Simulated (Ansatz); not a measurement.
Si(OH)2H2 (SiO2H4). The state is a singlet with charge 0. Geometry PBE-D4/def2-TZVP, basis def2-TZVP, Ansatz.

```xyz
7

Si   -0.147    0.368   -0.173
O    -0.108    0.162    1.474
H    -0.620   -0.577    1.832
O     1.149   -0.290   -0.970
H     1.180   -1.256   -1.047
H    -0.032    1.825   -0.427
H    -1.421   -0.232   -0.689
```

```json
{"run": "A", "HOMO (eV)": "-8.48", "LUMO (eV)": "-0.05"}
{"run": "B", "HOMO (eV)": "-11.71", "LUMO (eV)": "2.45"}
{"run": "C", "HOMO (eV)": "-10.36", "LUMO (eV)": "1.13"}
{"run": "D", "HOMO (eV)": "-7.72", "LUMO (eV)": "0.04"}
{"run": "E", "HOMO (eV)": "-8.68", "LUMO (eV)": "-0.03"}
{"run": "F", "HOMO (eV)": "-7.30", "LUMO (eV)": "-0.47"}
```

LC-ωPBE has ω = 0.4 bohr⁻¹. B3LYP takes the VWN-RPA correlation. HSE06 is defined as in plane-wave codes, on full-range PBE exchange.

**Question.** The runs used B3LYP, CAM-B3LYP, HSE06, LC-ωPBE, r2SCAN, revPBE. Estimate which is which.

**Answer.** A HSE06 (range-separated); B LC-ωPBE (range-separated); C CAM-B3LYP (range-separated); D r2SCAN (0 % exact exchange); E B3LYP (20 % exact exchange); F revPBE (0 % exact exchange). Exact exchange lowers occupied and raises empty levels; among semilocal functionals meta-GGAs tend to open the gap a little, and such runs are hard to tell apart. The gap grows from 6.83 eV (revPBE) to 14.16 eV (LC-ωPBE).
